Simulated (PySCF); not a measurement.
Species: isothiocyanic acid, CHNS.
Z-matrix (Å and degrees, PBE0-D3(BJ)/def2-SVP geometry), rows numbered from 1:
```
N 
C   1  1.2015
S   2  1.5713  1  174.58
H   1  1.0085  2  135.56  3   179.95
```

All values: PBE0/pcSseg-1 and wB97X-D/def2-SVPD (PySCF, non-relativistic), on one gas-phase PBE0-D3(BJ)/def2-SVP geometry that isn't relaxed in the solvent. The solvent is an IEF-PCM continuum (van der Waals radii × 1.2). The model holds no explicit solvent molecules, cavitation or dispersion.

Gas phase at PBE0/pcSseg-1: HOMO -7.60 eV, LUMO -1.02 eV, dipole 2.23 D.

What does the continuum do to the energy, the frontier levels and the dipole at PBE0/pcSseg-1 in benzene and acetone?

| solvent | ε | E(solvent) − E(gas) (kJ/mol) | polarisation term (kJ/mol) | distortion of the solute (kJ/mol) | HOMO (eV) | LUMO (eV) | dipole (D) |
| --- | --- | --- | --- | --- | --- | --- | --- |
| benzene | 2.271 | -7.83 | -8.43 | 0.60 | -7.61 | -0.97 | 2.55 |
| acetone | 20.49 | -16.55 | -19.31 | 2.76 | -7.65 | -0.94 | 2.92 |

Polarisation term: ½ Σ q·V over the induced surface charges. Distortion: the rise of the solute's own energy as its density leaves the gas-phase optimum. From benzene to acetone the lowering changes by a factor 2.12, Onsager's factor (ε − 1)/(2ε + 1) by 2.02 and ε itself by 9.0.

Which radius a makes the point-dipole formula ΔE = −[(ε − 1)/(2ε + 1)]·μ²/a³ give the value in acetone, with the gas-phase dipole?

μ = 0.878 au and |ΔE| = 0.00630 Eh give a = 2.03 Å; the farthest nucleus lies 1.98 Å from the centroid of the nuclei. The formula assumes a rigid point dipole at the centre of a sphere.

Which IAO charges (PBE0/pcSseg-1) respond most in acetone (means over atoms taken as equivalent)?

```csv
atoms,environment,gas (e),solvent (e),change
S3,sulfur bonded to C,-0.019,-0.059,-0.040
H4,N–H hydrogen,+0.320,+0.348,+0.028
N1,isothiocyanate nitrogen,-0.385,-0.378,+0.007
C2,isothiocyanate carbon,+0.084,+0.088,+0.004
```

Which Mayer bond orders change most in acetone?

| bond | length (Å) | gas | solvent | change |
| --- | --- | --- | --- | --- |
| C2–S3 | 1.571 | 1.790 | 1.731 | -0.059 |
| N1–C2 | 1.201 | 2.042 | 2.097 | +0.055 |
| N1–H4 | 1.009 | 0.907 | 0.888 | -0.019 |

How do the nuclear quadrupole coupling constants eQVzz/h respond in acetone?

```tsv
nucleus	Q (barn)	gas (MHz)	solvent (MHz)	η gas	η solvent
14N at N1	0.02044	2.20	1.86	0.21	0.35
33S at S3	-0.06781	-29.06	-29.60	0.42	0.39
```

Gas phase at wB97X-D/def2-SVPD: HOMO -9.45 eV, LUMO 0.55 eV, dipole 2.16 D.

What does the continuum do to the energy, the frontier levels and the dipole at wB97X-D/def2-SVPD in benzene and acetone?

```
solvent      ε  E(solvent) − E(gas) (kJ/mol)  polarisation term (kJ/mol)  distortion of the solute (kJ/mol)  HOMO (eV)  LUMO (eV)  dipole (D)
benzene  2.271                         -7.57                       -8.28                               0.71      -9.46       0.60        2.52
acetone  20.49                        -16.22                      -19.55                               3.33      -9.50       0.62        2.95
```

How does the static polarisability (wB97X-D/def2-SVPD, frozen core, with the continuum's full static response) change?

```tsv
medium	isotropic (au)	principal values (au)	⟨r²⟩ of the electrons (bohr²)
gas	41.0	28.7, 29.0, 65.3	217.6
benzene	47.7	32.6, 32.8, 77.8	217.4
acetone	56.7	38.3, 38.5, 93.2	217.1
```

The isotropic value in acetone is 1.38 times the gas-phase one; no cavity-field correction is applied. ⟨r²⟩ is taken about the centre of nuclear charge.

The pairwise dispersion term of wB97X-D wasn't added to the energies; at a given geometry it leaves orbitals and properties as they are.
